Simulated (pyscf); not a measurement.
**Four-centre exchange: H₃C–In(CH₃)–CH₃ + ammonia (NH₃) → methane (CH₄) + H₃C–In(CH₃)–NH₂**

Gas phase, singlet surface, charge 0. Bonds broken: C1–In2, N14–H15. Bonds formed: C1–H15, In2–N14. Single points on ωB97X-D3(BJ)/def2-SVP structures (PySCF, gas phase).

Transition state (Å):

```xyz
17

C      1.1029     0.8218    -0.9061
In    -0.8626     0.3378     0.5390
C     -2.2665    -0.6931    -0.7186
C     -1.0006     1.9888     1.9068
H      1.3850     0.2206    -1.7869
H      0.3620     1.5571    -1.2875
H      1.9707     1.4291    -0.5980
H     -1.7333    -1.3826    -1.3903
H     -2.8453     0.0135    -1.3324
H     -2.9756    -1.2775    -0.1116
H     -1.5283     2.8410     1.4524
H      0.0074     2.3189     2.1997
H     -1.5479     1.6944     2.8160
N      0.8009    -1.0006     1.1054
H      1.1257    -0.1785     0.1070
H      0.7633    -1.9977     0.8948
H      1.2926    -0.8764     1.9902
```

One imaginary mode, 1575i cm⁻¹; descent along it reached the two sides named, in the forms told below.

```csv
bond,change,reactant side (Å),saddle,product side
C1–In2,breaks,2.179,2.487,3.2
N14–H15,breaks,1.020,1.334,2.9
C1–H15,forms,3.2,1.424,1.101
In2–N14,forms,2.418,2.209,2.030
```

Electronic energies relative to the separated reactants (eV):

| level | barrier | reaction energy | reverse barrier |
|---|---|---|---|
| ωB97X-D3(BJ)/def2-TZVP | 0.73 | -0.50 | 1.24 |
| PBE/def2-TZVP | 0.66 | -0.50 | 1.16 |
| r²SCAN/def2-TZVP | 0.61 | -0.54 | 1.15 |
| B3LYP-D3(BJ)/def2-TZVP | 0.75 | -0.54 | 1.29 |
| PBE0-D3(BJ)/def2-TZVP | 0.67 | -0.48 | 1.15 |
| M06-2X/def2-TZVP | 0.64 | -0.58 | 1.23 |
| ωB97M-D3(BJ)/def2-TZVP | 0.81 | -0.50 | 1.31 |
| HF/def2-TZVP | 1.44 | -0.57 | 2.01 |

With ωB97M-D3(BJ)/def2-TZVP energies and thermal terms (ideal gas, 1 atm, RRHO with modes under 100 cm⁻¹ raised to 100, one conformer, R ln 2 for chiral ones without a mode under 150 cm⁻¹), in eV:

```json
[
 {"T (K)": "298", "ΔH‡": "0.72", "ΔG‡": "1.19", "ΔH": "-0.50", "ΔG": "-0.47"},
 {"T (K)": "600", "ΔH‡": "0.74", "ΔG‡": "1.66", "ΔH": "-0.51", "ΔG": "-0.43"},
 {"T (K)": "900", "ΔH‡": "0.77", "ΔG‡": "2.12", "ΔH": "-0.51", "ΔG": "-0.39"},
 {"T (K)": "1200", "ΔH‡": "0.81", "ΔG‡": "2.56", "ΔH": "-0.51", "ΔG": "-0.35"}
]
```

On the reactant side the descent ends in an adduct with a In–N contact, 0.81 eV under the separated species and 1.54 eV under the saddle at ωB97X-D3(BJ)/def2-TZVP. What is counted as formed (In–N) is already present as a longer contact in the reactant adduct; forming that adduct is a step of its own. This is the saddle that the search found; another between the same sides may lie lower. Elements past Kr carry the def2 core potentials, without spin-orbit coupling.
